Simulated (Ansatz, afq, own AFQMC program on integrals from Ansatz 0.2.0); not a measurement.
**Atomization energy of AlSiH, singlet**

```yaml
atoms:
  - { symbol: Si, position_ang: [0.0000, 0.0000, 2.1008] }
  - { symbol: Al, position_ang: [0.0000, 0.0000, -0.2530] }
  - { symbol: H, position_ang: [0.0000, 0.0000, -1.8478] }
```

Connectivity, by distances: Si–AlH.

Atoms in their ground-state spins without spin–orbit coupling (mostly on UHF) minus the molecule (RHF), without zero-point energy. The geometry is a stationary point, not shown to be a minimum.

Basis 6-31G. Noble-gas cores (and the filled d shells of Ga–Kr and In–Xe) are frozen. Ansatz 0.2.0 and our own AFQMC program on the same integrals; the CISD trial comes from CCSD amplitudes, and released means the phaseless constraint is let go. Uncertainties: one standard error, sampling alone. The errors of all members are added in quadrature.

Full CI on the same integrals is exact in this basis and with this determinant's frozen core.

Errors are counted within 6-31G, not against nature.

Cautions: AlSiH (singlet): another spin lies lower, restricted determinant unstable towards unrestricted (UHF 704 meV lower, ⟨S²⟩ 1.00), strong correlation (T1 0.029, weight of the determinant 0.86, largest double 0.17), the CCSDT(Q) amplitudes may be one of several solutions (largest double 0.63), the CCSDTQ amplitudes may be one of several solutions (largest double 0.93), the released energies are still falling, so no released level is given (meV from the phaseless value at times in 1/Eh: -3 ± 4 at 0.24, -5 ± 3 at 0.51, -7 ± 3 at 0.99, -14 ± 3 at 1.62, -18.6 ± 2.4 at 2.40), the determinant fills πx and πy unequally, so it mixes two states of the linear molecule, and each level undoes that mixture to a different degree, while full CI gives the lower state, CCSDTQ on the UHF determinant differs (605 meV lower), perhaps since the unrestricted series falls towards higher spin, its ph-AFQMC/CISD value lies 94 ± 4 meV above full CI.

| level | atomization energy (kcal/mol) |
| --- | --- |
| CCSD | 69.7 |
| HF | 40.9 |

Q: From these cheaper values, estimate the atomization energy at the reference level in 6-31G.

A: 74.0 kcal/mol (full CI in 6-31G).

```tsv
level	atomization energy (kcal/mol)	error against FCI (kcal/mol)
MP2	66.5	-7.5
CCSD(T)	71.5	-2.5
ph-AFQMC/HF	73.8 ± 0.6	-0.2 ± 0.6
ph-AFQMC/CISD	71.8 ± 0.09	-2.2 ± 0.09
```

Correlation beyond CCSD(T) adds 2.5 kcal/mol. The perturbative (T) step is worth +1.8 kcal/mol. Where a determinant mixes two states, these steps and errors hold in part the undoing of that mixture, and only full CI is sure.
